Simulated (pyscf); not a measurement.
Structures and frequencies: ωB97X-D3(BJ)/def2-SVP in PySCF.

SMILES: [CH3][InH][CH3]
```xyz
10

C     -1.1819     1.1543     0.6583
In     0.0229    -0.4981    -0.0401
C     -0.8374    -2.1359    -1.1570
H     -0.7539     2.1117     0.3205
H     -2.2205     1.0862     0.3021
H     -1.1915     1.1725     1.7604
H      1.7269    -0.5134     0.3109
H     -0.6918    -3.0830    -0.6126
H     -1.9142    -1.9945    -1.3322
H     -0.3325    -2.2392    -2.1310
```

What is the homolytic dissociation enthalpy (298 K, ωB97M-D3(BJ)/def2-TZVP) of the H–In bond of H₃C–InH–CH₃, to [H₃C–In–CH₃]• + H•?

H–In to [H₃C–In–CH₃]• + H•: 71.3 kcal/mol. The 7 functionals that were run give +66.2 (PBE) to +72.4 kcal/mol (ωB97X-D3(BJ)). The radicals are drawn with the spin at the cut bond; how far it spreads was not checked. Other isomers of [H₃C–In–CH₃]• were not searched in full and may lie lower. Elements past Kr carry the def2 core potentials, without spin-orbit coupling.
